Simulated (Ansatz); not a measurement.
Geometry optimisation, Ansatz, RKS PBE0/def2-SVP.

The input (input.yaml):

```yaml
crystal:
  periodic: [false, false, false]
  atoms:
    - { symbol: B, position_ang: [-0.005225, 0.281342, -0.045721] }
    - { symbol: H, position_ang: [-0.204655, 0.284041, 1.13528] }
    - { symbol: H, position_ang: [1.096415, 0.306623, -0.526209] }
    - { symbol: Cl, position_ang: [-1.392158, 0.388543, -1.101645] }
    - { symbol: S, position_ang: [0.078804, -2.692884, 0.774847] }
    - { symbol: H, position_ang: [-1.18404, -2.769721, 0.303472] }
    - { symbol: H, position_ang: [-0.207742, -1.549743, 1.492576] }
basis:
  gaussian: { orbitals: def2-SVP }
hamiltonian:
  xc: pbe0
relax:
  f_tol: 0.03
  max_steps: 50
```

Command:

```bash
$ ansatz run input.yaml --threads 2 --pin off --max-ram 3072MiB --backend cpu --events-out ev --progress --plain --runs-dir out
```

Task: Where does it end, and by what steps?

Result: The forces met the threshold. After 14 steps the energy has fallen by 0.442 eV; H7 moved furthest, 0.89 Å. Joined: B1–S5.

```tsv
step	energy less start (eV)	largest force component (eV/Å)	accepted
0	0.0000	0.754	yes
1	-0.0398	0.534	yes
2	-0.0512	0.578	yes
3	-0.0837	0.443	yes
4	-0.1385	0.196	yes
5	-0.1467	1.214	yes
6	-0.2251	0.527	yes
7	-0.2659	0.290	yes
8	-0.3085	0.434	yes
9	-0.3416	0.133	yes
10	-0.3591	0.314	yes
11	-0.3725	0.978	yes
12	-0.4339	0.188	yes
13	-0.4372	0.209	yes
14	-0.4420	0.017	yes
```

```xyz
7
Properties=species:S:1:pos:R:3
B 0.019 -0.026 0.056
H 0.288 0.641 1.031
H 0.883 -0.124 -0.789
Cl -1.672 0.197 -0.592
S 0.120 -1.899 0.860
H -0.445 -2.625 -0.134
H -1.013 -1.916 1.601
```

The run took 34 s on 2 threads of Arm Neoverse N1 (shared host), peak memory 0.14 GiB.
